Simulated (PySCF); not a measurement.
Phosphorus: a sound run and one with changed settings

Sound run: P [Ne] 3s2 3p3, P⁺ [Ne] 3s2 3p2. Calculation: PySCF 2.14, in aug-cc-pVDZ-DK (5s4p2d, 27 functions); the spin-free X2C one-electron Hamiltonian (Gaussian nucleus). In the sound run the correlated levels freeze [Ne]. The sound run starts from symmetry-adapted Hartree-Fock orbitals and uses a fine grid where one is needed.

Changed run: a valence shell is frozen. This setting is unsound on purpose.

| species | method | sound run (hartree) | changed run (hartree) | converged |
| --- | --- | --- | --- | --- |
| P | MP2 | -341.59119 | -341.54046 | yes |
| P | CCSD(T) | -341.61094 | -341.54669 | yes |
| P⁺ | MP2 | -341.20966 | -341.16478 | yes |
| P⁺ | CCSD(T) | -341.23141 | -341.16733 | yes |

Ionisation energy of P:

```tsv
method	sound run (eV)	changed run (eV)
UHF	9.930	9.930
MP2	10.382	10.223
SCS-MP2	10.225	10.027
CCSD	10.314	10.321
CCSD(T)	10.328	10.323
```

Freezing a valence shell removes pair correlation that changes on ionisation.

For comparison, NIST gives 10.487 eV between the lowest levels.
